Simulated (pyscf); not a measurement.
Single points on ωB97X-D3(BJ)/def2-SVP structures (PySCF, gas phase).

Question: Estimate the classical barrier height and the reaction energy of `[F][SiH3]` + `[F][SiH]` [singlet] -> `[F][SiH]([F])[SiH3]` at B3LYP-D3(BJ)/def2-TZVP. The step runs on the singlet surface, breaks F–Si and forms Si–Si, F–Si; take the separated reactants as zero.

Answer: ΔE‡ = 0.14 eV, ΔE = -2.18 eV. CCSD(T)/def2-TZVPP + ΔMP2(QZVPP) gives 0.21 eV and -2.19 eV. Zero-point energy shifts the barrier by +0.07 eV. It is an insertion, with an imaginary mode of 264i cm⁻¹. On the reactant side the descent ends in an adduct with a F–Si contact (not fully relaxed), 0.31 eV under the separated species and 0.28 eV under the saddle at ωB97X-D3(BJ)/def2-TZVP. What is counted as formed (F–Si) is already present as a longer contact in the reactant adduct; forming that adduct is a step of its own. At ωB97X-D3(BJ)/def2-TZVP the barrier from the zero used here is -0.03 eV. This is the saddle that the search found; another between the same sides may lie lower. The CCSD(T) − MP2 part came from Ansatz, without density fitting, on the same reference.
